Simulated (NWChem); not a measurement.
System: ethanol (C2H6O); SMILES CCO

```xyz
9

C      0.2531    -1.2028     0.0291
C     -0.5506     0.0827    -0.0179
O      0.2462     1.2341     0.0728
H     -0.4036    -2.0866     0.0150
H      0.8682    -1.2401     0.9410
H      0.9298    -1.2809    -0.8387
H     -1.1851     0.0958    -0.9282
H     -1.2422     0.1225     0.8392
H      0.8487     1.2367    -0.6781
```
Atoms are numbered in this order, from 1.

Computed with NWChem. Pople sets run with spherical d functions. Medium grid unless said otherwise, to which SCAN and Minnesota functionals are sensitive. The geometry was optimised at PBE0/def2-SVP.

For level r2SCAN/6-31G*:

```yaml
highest occupied level (eV): -6.12
orbital gap (eV): 8.26
```

What are these values for level M06/6-31G*?


| Quantity | Result |
|---|---|
| highest occupied level (eV) | -7.55 |
| orbital gap (eV) | 9.99 |
